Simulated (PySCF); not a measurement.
**SiN from Hartree–Fock to correlated methods**

State: ²Σ⁺ (doublet), unpaired electrons σ ↑. Set-up: basis Si def2-TZVPPD, N def2-TZVPPD; no relativity; PySCF 2.14. De refers to Si + N in their high-spin ground configurations, without counterpoise correction. The functionals are run spin-unrestricted. A positive dipole means Si(−)N(+).

```tsv
Level	Re (Å)	ωe (cm⁻¹)	De (eV)	μ (D)	CPU s a point (SCF and correlation, without the integrals)
ROHF	1.535	1309	1.12	-2.49	0.79
ROHF-MP2	1.594	1083	4.36	n/a	1.4
ROHF-SCS-MP2	1.590	1100	4.37	n/a	n/a
ROHF-CCSD	1.573	1183	3.92	n/a	n/a
ROHF-CCSD(T)	1.587	1128	4.32	n/a	31
PBE	1.579	1151	5.17	-2.80	1.7
BP86	1.580	1147	5.22	-2.81	0.99
r²SCAN	1.569	1180	4.59	-2.65	2.3
M06-L	1.565	1189	4.78	-2.65	2.3
PBE0	1.563	1197	4.47	-2.73	2.7
r²SCAN0	1.559	1203	4.08	-2.60	3.2
B97-3	1.564	1202	4.62	-2.80	1.7
M06-2X	1.561	1215	4.56	-2.80	3.3
LC-ωPBE	1.553	1238	4.27	-2.62	2.3
```

Task: Which functional lies closest to ROHF-CCSD(T) in De, which farthest, and by how much do they differ from it?

Result: Closest is LC-ωPBE (-3.4 pm in Re, +9.8 % in ωe, -0.05 eV in De against ROHF-CCSD(T) in the same basis), farthest BP86 (-0.7 pm in Re, +1.7 % in ωe, +0.90 eV in De). CCSD(T) converges more slowly with the basis than the functionals do and binds too weakly in this one, so the order can change at the basis-set limit.

Task: What does a quarter of exact exchange do here, going from PBE to PBE0?

Result: PBE0 less PBE: -1.6 pm in Re, +4.0 % in ωe, -0.70 eV in De. Exact exchange removes part of the self-interaction that spreads semilocal densities, and in most molecules shortens and stiffens the bond and lowers De; so it does here.

Task: What does the step from GGA to meta-GGA do here, going from PBE to r²SCAN?

Result: r²SCAN less PBE: -1.0 pm in Re, +2.5 % in ωe, -0.58 eV in De. 

Correlated steps freeze 6 core orbitals. The CCSD T1 diagnostic is raised, a sign that a single reference may not be enough here. UHF is strongly spin-contaminated for SiN, so the ROHF reference used there is far from stable. The state was picked by a PBE0 search and need not be the measured ground state.

The whole job (state search and all levels along the bond) took about 5.6 min on 2 threads of Arm Neoverse V1 (shared host), peak memory 2.8 GiB.
